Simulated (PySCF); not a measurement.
**PH⁺: frontier orbitals**

BP86 at R = 1.435 Å; basis P 6-31G(d,p), H 6-31G(d,p); no relativity; PySCF 2.14. State: ²Π (doublet), unpaired electrons π ↑. Only the outer orbitals are listed, counted within each symmetry.

```tsv
spin	orbital	occ.	ε (eV)	on P (%)	main shells (%)
α	4σ	1	-24.31	88	85 P s, 12 H s
α	5σ	1	-16.99	69	54 P p, 31 H s, 13 P s
α	2π	1	-14.66	100	100 P p
α	2π	0	-14.38	100	100 P p
α	6σ	0	-7.19	46	54 H s, 40 P p, 8 P d
β	4σ	1	-23.48	84	80 P s, 16 H s
β	5σ	1	-16.67	70	52 P p, 30 H s, 16 P s
β	2π	0	-13.91	100	100 P p
β	2π	0	-12.61	100	100 P p
β	6σ	0	-6.84	48	52 H s, 41 P p
```

**Question.** Which are the highest filled and the lowest empty level, where do they sit, and how wide is the gap?

**Answer.** Highest filled α 2π at -14.66 eV (in %: 100 P p); lowest empty α 2π at -14.38 eV (in %: 100 P p); the gap at BP86 is 0.28 eV. Both belong to one degenerate shell, split only by its one-sided filling, so this is no excitation gap.

```json
{"bond order (Mayer)": "0.96", "⟨S²⟩": "0.753", "charge on P (Mulliken, basis-dependent)": "0.90", "charge on P (Löwdin, basis-dependent)": "0.93", "dipole moment (positive dipole points towards H; it is taken about the centre of mass and depends on that origin)": "0.99 D"}
```

The state is the lowest determinant that a PBE0 search found; another state may lie lower at other levels.
